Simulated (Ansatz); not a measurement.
Breaking the N2–H3 bond in hydrogen isocyanide (SMILES [C-]#[NH+]) (multiplicity 1 held, fragments rigid). Energies count from the point at 0.997 Å.
Geometry at that point (charge 0, multiplicity 1):
```xyz
3

C      0.0000     0.0000    -0.7364
N      0.0000     0.0000     0.4276
H      0.0000     0.0000     1.4251
```

Restricted levels (R-, RO-) in cc, def2 and unpolarised 6-31G sets keep to the state of the molecule at rest. U- levels take the lowest unrestricted solution at each point, which mixes spins at long bonds. Levels need not reach the same state.

Frozen-core correlation.

Codes used: Ansatz (Gaussian basis) for Hartree–Fock, density functionals and correlated methods. 

Energies in kcal/mol.

```json
[
 {"R (Å)": "0.798", "U-PBE/cc-pVTZ": "37.1", "U-r2SCAN/cc-pVTZ": "35.4", "R-MP2/cc-pVTZ": "35.4", "U-MP2/cc-pVTZ": "35.4", "U-CCSD/cc-pVTZ": "35.0", "R-CCSD(T)/cc-pVTZ": "35.4"},
 {"R (Å)": "0.898", "U-PBE/cc-pVTZ": "7.8", "U-r2SCAN/cc-pVTZ": "7.0", "R-MP2/cc-pVTZ": "6.9", "U-MP2/cc-pVTZ": "6.9", "U-CCSD/cc-pVTZ": "6.6", "R-CCSD(T)/cc-pVTZ": "6.9"},
 {"R (Å)": "0.997", "U-PBE/cc-pVTZ": "0.0", "U-r2SCAN/cc-pVTZ": "0.0", "R-MP2/cc-pVTZ": "0.0", "U-MP2/cc-pVTZ": "0.0", "U-CCSD/cc-pVTZ": "0.0", "R-CCSD(T)/cc-pVTZ": "0.0"},
 {"R (Å)": "1.097", "U-PBE/cc-pVTZ": "3.8", "U-r2SCAN/cc-pVTZ": "4.6", "R-MP2/cc-pVTZ": "4.8", "U-MP2/cc-pVTZ": "4.8", "U-CCSD/cc-pVTZ": "5.0", "R-CCSD(T)/cc-pVTZ": "4.8"},
 {"R (Å)": "1.197", "U-PBE/cc-pVTZ": "13.4", "U-r2SCAN/cc-pVTZ": "15.0", "R-MP2/cc-pVTZ": "15.7", "U-MP2/cc-pVTZ": "15.7", "U-CCSD/cc-pVTZ": "16.1", "R-CCSD(T)/cc-pVTZ": "15.5"},
 {"R (Å)": "1.347", "U-PBE/cc-pVTZ": "32.3", "U-r2SCAN/cc-pVTZ": "35.1", "R-MP2/cc-pVTZ": "36.7", "U-MP2/cc-pVTZ": "36.7", "U-CCSD/cc-pVTZ": "37.3", "R-CCSD(T)/cc-pVTZ": "36.1"},
 {"R (Å)": "1.496", "U-PBE/cc-pVTZ": "51.5", "U-r2SCAN/cc-pVTZ": "55.5", "R-MP2/cc-pVTZ": "58.7", "U-MP2/cc-pVTZ": "58.7", "U-CCSD/cc-pVTZ": "59.2", "R-CCSD(T)/cc-pVTZ": "57.2"},
 {"R (Å)": "1.746", "U-PBE/cc-pVTZ": "78.6", "U-r2SCAN/cc-pVTZ": "84.0", "R-MP2/cc-pVTZ": "91.2", "U-MP2/cc-pVTZ": "106.1", "U-CCSD/cc-pVTZ": "92.2", "R-CCSD(T)/cc-pVTZ": "86.6"},
 {"R (Å)": "1.995", "U-PBE/cc-pVTZ": "95.5", "U-r2SCAN/cc-pVTZ": "99.3", "R-MP2/cc-pVTZ": "115.9", "U-MP2/cc-pVTZ": "137.7", "U-CCSD/cc-pVTZ": "115.0", "R-CCSD(T)/cc-pVTZ": "104.1"},
 {"R (Å)": "2.294", "U-PBE/cc-pVTZ": "104.6", "U-r2SCAN/cc-pVTZ": "108.0", "R-MP2/cc-pVTZ": "134.9", "U-MP2/cc-pVTZ": "135.6", "U-CCSD/cc-pVTZ": "117.4", "R-CCSD(T)/cc-pVTZ": "106.7"},
 {"R (Å)": "2.693", "U-PBE/cc-pVTZ": "109.5", "U-r2SCAN/cc-pVTZ": "112.6", "R-MP2/cc-pVTZ": "145.0", "U-MP2/cc-pVTZ": "134.4", "U-CCSD/cc-pVTZ": "117.3", "R-CCSD(T)/cc-pVTZ": "89.7"},
 {"R (Å)": "3.192", "U-PBE/cc-pVTZ": "111.9", "U-r2SCAN/cc-pVTZ": "114.5", "R-MP2/cc-pVTZ": "141.5", "U-MP2/cc-pVTZ": "134.0", "U-CCSD/cc-pVTZ": "117.3", "R-CCSD(T)/cc-pVTZ": "70.8"}
]
```

Doubts at one or more of the structures used: a spin-contaminated determinant (U-PBE/cc-pVTZ, U-r2SCAN/cc-pVTZ, U-MP2/cc-pVTZ, U-CCSD/cc-pVTZ); a restricted determinant that unrestricted orbitals would lower (R-MP2/cc-pVTZ, R-CCSD(T)/cc-pVTZ); T1 above 0.05 (U-CCSD/cc-pVTZ, R-CCSD(T)/cc-pVTZ); the program's own flag: large difference (U-CCSD/cc-pVTZ); other coupled-cluster roots lie near (R-CCSD(T)/cc-pVTZ).

Ansatz is a first-principles code.
